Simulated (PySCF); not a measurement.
Species: cyanoformaldehyde, C₂HNO.
Structure used (B3LYP/6-31+G*), in Å, numbered top down from 1:
```xyz
5
C2HNO angstrom
N      1.900   -0.176    0.584
C      0.792   -0.031    0.263
C     -0.613    0.106   -0.157
O     -1.222    1.145   -0.054
H     -1.060   -0.815   -0.570
```

The calculation used PySCF, B3LYP/6-31+G* geometry optimisation, gas phase.

Take the most abundant isotopes and a rigid rotor. 

Give the principal moments of inertia and the rotational constants in cm⁻¹.

Ia = 7.55, Ib = 101.54, Ic = 109.09 u·Å²; 505379 MHz·u·Å²/I gives 66958, 4977 and 4633 MHz, that is A = 2.23348, B = 0.16602, C = 0.15453 cm⁻¹.

What kind of rotor is it?

A near-prolate asymmetric top; Ray's κ = -0.989.

What does the inertial defect say?

Planar: Δ = Ic − Ia − Ib = 0.00 u·Å². For a rigid frame Δ = −2 Σ m c², so it vanishes when all atoms lie in the ab plane; here none is more than 0.01 Å from it.

List the rotational levels J(Ka,Kc) to J = 3 (K).

Above 0(0,0), as E/k:
J = 1: 1(0,1) 0.461, 1(1,1) 3.436, 1(1,0) 3.452
J = 2: 2(0,2) 1.384, 2(1,2) 4.342, 2(1,1) 4.391, 2(2,1) 13.315, 2(2,0) 13.315
J = 3: 3(0,3) 2.767, 3(1,3) 5.701, 3(1,2) 5.800, 3(2,2) 14.699, 3(2,1) 14.699, 3(3,1) 29.613, 3(3,0) 29.613
The levels of one J sum to (2J + 1)J(J + 1)(A + B + C)/3.

Which types of transition are allowed, and where do some lines up to J = 4 fall?

The dipole components are |μa| = 1.03 D, |μb| = 2.28 D, |μc| = 0.00 D; the mirror of this Cs structure is the ab plane, so μc vanishes by symmetry and there are no c-type lines. The squared components, which scale the intensities, stand as 0.20 : 1.00 (a : b). Some lines, for components of 0.1 D or more:

```
type  branch         J(Ka,Kc)     MHz  lower level (cm⁻¹)
   a       Q  3(1,2) ← 3(1,3)    2066               3.962
   a       R  1(0,1) ← 0(0,0)    9610               0.000
   a       R  2(0,2) ← 1(0,1)   19219               0.321
   a       R  4(3,1) ← 3(3,0)   38443              20.582
   a       R  4(2,2) ← 3(2,1)   38453              10.216
   a       R  4(1,3) ← 3(1,2)   39126               4.031
   b       Q  4(1,3) ← 4(0,4)   63893               3.205
   b       R  1(1,1) ← 0(0,0)   71591               0.000
   b       R  2(1,2) ← 1(0,1)   80857               0.321
   b       Q  4(2,2) ← 4(1,3)  184762               5.336
   b       Q  4(2,3) ← 4(1,4)  188184               5.221
   b       R  3(2,2) ← 2(1,1)  214773               3.052
   b       R  4(2,2) ← 3(1,3)  225954               3.962
   b       Q  4(3,1) ← 4(2,2)  310749              11.499
   b       Q  3(3,1) ← 3(2,2)  310766              10.216
   b       Q  4(3,2) ← 4(2,3)  310770              11.498
   b       R  3(3,0) ← 2(2,1)  339596               9.254
   b       R  4(3,2) ← 3(2,1)  349202              10.216
   b       R  4(3,1) ← 3(2,2)  349209              10.216
   b       R  4(4,1) ← 3(3,0)  473512              20.582
```

No frequency check. These are rigid-rotor constants of the computed structure; measured ground-state constants (B0) also hold zero-point vibration. Quadrupole hyperfine structure (14N) is left out.
